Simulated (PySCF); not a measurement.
# AlSi⁻ (triplet): changing the method

Aim: see what other levels and later steps give for AlSi⁻ (triplet).

The runs use PySCF 2.14.0; method and basis as typed in the scripts.

4 further runs of the same task are left out: 4 that didn't finish.

## 1. Where the work starts

AlSi⁻ (triplet): 2 atoms, charge -1, spin multiplicity 3.

Bond lengths: Al1–Si2 2.061 Å.

## 2. Base script

File input.py:

```python
from pyscf import gto, scf, cc

mol = gto.M(
    atom='Al 0 0 0; Si 0 0 2.061',
    basis='sbkjc',
    ecp={'Al': 'sbkjc', 'Si': 'sbkjc'},
    charge=-1,
    spin=2,
    verbose=3,
)
mf = scf.UHF(mol)
mf.kernel()
mycc = cc.CCSD(mf)
mycc.kernel()
mf.dip_moment()
print('orbital energies (hartree):', [e[max(0, n-3):n+3].round(4) for e, n in zip(mf.mo_energy, mol.nelec)])
```

Run with:

```console
$ python input.py
```

Its log is not repeated here.

In short: E(SCF) = -5.555453 Eh, E(CCSD) − E(SCF) = -0.07766 Eh, ⟨S²⟩ = 2.203.

The bond length is a typed value, not an optimised one. The dipole of an ion depends on the origin. The triplet is typed in the script; nothing here shows that it is the ground state.

## 3. NEVPT2 (ROHF)

Run 1 changes step after the SCF: ccsd → nevpt2; SCF type: UHF → ROHF; active space: none → 8 electrons in 6 orbitals.

File input.py:

```python
from pyscf import gto, scf, mcscf, mrpt

mol = gto.M(
    atom='Al 0 0 0; Si 0 0 2.061',
    basis='sbkjc',
    ecp={'Al': 'sbkjc', 'Si': 'sbkjc'},
    charge=-1,
    spin=2,
    verbose=3,
)
mf = scf.ROHF(mol)
mf.kernel()
mc = mcscf.CASSCF(mf, 6, 8)
mc.kernel()
mc.analyze()
mrpt.NEVPT(mc).kernel()
mf.dip_moment()
print('orbital energies (hartree):', mf.mo_energy[..., max(0, mol.nelec[1]-3):mol.nelec[0]+3].round(4))
```

Run with:

```console
$ python input.py
```

## 4. CCSD(T)

Run 2 changes step after the SCF: ccsd → ccsd(t).

input.py: that of step 2 with these lines changed.

```diff
@@ -14,2 +14,3 @@
 mycc.kernel()
+mycc.ccsd_t()
 mf.dip_moment()
```

## 5. Polarisability

Run 3 changes step after the SCF: ccsd → polarizability.

input.py: that of step 2 with these lines changed.

```diff
@@ -1,2 +1,3 @@
-from pyscf import gto, scf, cc
+from pyscf import gto, scf
+from pyscf.prop.polarizability import uhf as pol
 
@@ -12,4 +13,4 @@
 mf.kernel()
-mycc = cc.CCSD(mf)
-mycc.kernel()
+print('polarizability (a.u.)')
+print(pol.Polarizability(mf).polarizability().round(4))
 mf.dip_moment()
```

## 6. M06l (UKS)

Run 4 changes functional: none (Hartree–Fock) → m06l; SCF type: UHF → UKS; step after the SCF: ccsd → analyze.

input.py: that of step 2 with these lines changed.

```diff
@@ -1,2 +1,2 @@
-from pyscf import gto, scf, cc
+from pyscf import gto, dft
 
@@ -10,6 +10,5 @@
 )
-mf = scf.UHF(mol)
+mf = dft.UKS(mol, xc='m06l')
 mf.kernel()
-mycc = cc.CCSD(mf)
-mycc.kernel()
+mf.mulliken_pop()
 mf.dip_moment()
```

Before running it: what results should come out? Wanted: for each run, E(SCF); from base; after the SCF.

The runs gave:

| run | E(SCF) (hartree) | from base (eV) | after the SCF |
| --- | --- | --- | --- |
| base | -5.555453 | 0 | CCSD correlation -2.113 eV |
| NEVPT2 (ROHF) | -5.550531 | +0.1339 | NEVPT2 correlation -1.798 eV (from the SCF energy, the CASSCF gain included) |
| CCSD(T) | -5.555453 | 0.0000 | CCSD(T) correlation -2.184 eV |
| polarisability | -5.555453 | 0.0000 | mean α 251.0 bohr³ |
| m06l (UKS) | -5.753261 | not comparable | n/a |

In words: On the same reference and core, CCSD(T) gains 2.18 eV in 0.48 s; CCSD reaches 97 % of that in 0.5 s. A lower total energy from another functional means nothing by itself.
